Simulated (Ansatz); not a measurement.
# RPA@PBE/aug-cc-pVTZ run of NH (imidogen)

Aim: the vertical ionisation energy of NH (imidogen) at RPA@PBE/aug-cc-pVTZ, from 2 runs. 

The results are computed with Ansatz 0.2.0.

44 further runs of the same task are left out: 44 set aside as unsound or not needed.

### 1 The structure to begin with

NH has 2 atoms, charge 0, and is taken as a triplet. SMILES: `[NH]`. The bond length is the measured one.

Bond lengths: N1–H2 1.036 Å.

### 2 The energy at RPA@PBE/aug-cc-pVTZ

Contents of molecule.yaml:

```yaml
crystal:
  periodic: [false, false, false]
  atoms:
    - {symbol: N, position_ang: [0.000000, 0.000000, 0.000000]}
    - {symbol: H, position_ang: [0.000000, 0.000000, 1.036210]}
basis:
  gaussian:
    orbitals: aug-cc-pVTZ
magnetization:
  spin_polarized: true
  initial_magnetization: 2
hamiltonian:
  xc: {name: PBE}
correlation:
  method: rpa
  frozen_orbitals: {H: 0, "N": 1}
accuracy: high
```

Started as:

```bash
ansatz run molecule.yaml --threads 1 --pin off --max-ram 3480MiB --events-out events.jsonl --progress --plain --runs-dir runs
```

Output:

```text
Warning: RAYON_NUM_THREADS=1 ignored (pool sized by the plan → 1); use --threads N
Functional definition: PBE
  name "PBE"
  parameter kappa = 0.804
  parameter beta = 0.06672455060314922
  exchange = pbe_x(kappa = kappa, mu = beta*pi^2/3)
  correlation = pbe_c(beta = beta)
897 factors; integrals over basis functions are off by at most 3.1e-9 eV
mean field evaluation 1: about -1499.8242 eV, gradient 1.9e1 eV
mean field evaluation 2: about -1499.8232 eV, gradient 1.9e1 eV
mean field evaluation 4: about -1501.2860 eV, gradient 1.6e0 eV
mean field evaluation 8: about -1501.2992 eV, gradient 4.3e-2 eV
mean field evaluation 16: about -1501.2992 eV, gradient 2.5e-6 eV
mean field -1501.29922400 eV, -55.1717288650 hartree, gradient 9.6e-9 eV, S^2 2.005063; 0 other end points of the search recorded, 0 dependent functions left out
1 core orbitals not correlated: weight in the atoms' cores, before any rotation towards them, 1.000 or more for the frozen orbitals, at most 0.000 for the correlated occupied ones
reference -1495.94025082 eV, -54.9747902328 hartree; 4, 2 occupied and 64, 66 virtual orbitals, 897 factors
Total energy: -1503.24575685 eV, -55.2432626276 hartree
```

Run time: 1.9 s. Hardware: 1 thread of Arm Neoverse V1, shared host; peak memory 0.16 GiB.

### 3 The doublet cation

Contents of molecule.yaml:

```yaml
crystal:
  periodic: [false, false, false]
  atoms:
    - symbol: N
      position_ang: [0.000000, 0.000000, 0.000000]
    - symbol: H
      position_ang: [0.000000, 0.000000, 1.036210]
basis:
  gaussian:
    orbitals: aug-cc-pVTZ
total_charge: 1
magnetization:
  spin_polarized: true
  initial_magnetization: 1
hamiltonian:
  xc: {name: PBE}
correlation:
  method: rpa
  frozen_orbitals: {H: 0, "N": 1}
accuracy: high
```

Started as:

```bash
ansatz run molecule.yaml --threads 1 --pin off --max-ram 3480MiB --events-out events.jsonl --progress --plain --runs-dir runs
```

Output, shortened:

```text
Warning: RAYON_NUM_THREADS=1 ignored (pool sized by the plan → 1); use --threads N
Functional definition: PBE
  name "PBE"
[...]
897 factors; integrals over basis functions are off by at most 3.1e-9 eV
[...]
mean field -1487.59836221 eV, -54.6682314809 hartree, gradient 2.9e-8 eV, S^2 1.099670; 5 other end points of the search recorded, 0 dependent functions left out
1 core orbitals not correlated: weight in the atoms' cores, before any rotation towards them, 1.000 or more for the frozen orbitals, at most 0.000 for the correlated occupied ones
reference -1483.32093952 eV, -54.5110390962 hartree; 3, 2 occupied and 65, 66 virtual orbitals, 897 factors
Total energy: -1489.60508637 eV, -54.7419772335 hartree
```

Wall time 5.1 s (1 thread of Arm Neoverse V1, shared host); peak memory 0.17 GiB.

### 4 Summary of results

Level: RPA@PBE/aug-cc-pVTZ, 1 core orbital frozen.

| quantity | value |
| --- | --- |
| triplet NH: total energy | -55.24326 Eh |
| triplet NH: RPA correlation energy (valence) | -268.5 mEh |
| triplet NH: ⟨S²⟩ of the reference determinant | 2.005 |
| doublet cation: total energy | -54.74198 Eh |
| doublet cation: RPA correlation energy (valence) | -230.9 mEh |
| doublet cation: ⟨S²⟩ of the reference determinant | 1.100 |
| vertical ionisation energy (to the doublet cation) | 13.641 eV |

What this shows: The vertical ionisation energy comes to 13.64 eV (315 kcal/mol). ⟨S²⟩ (doublet cation) is 1.10 where a pure doublet has 0.75: the reference is spin-contaminated.
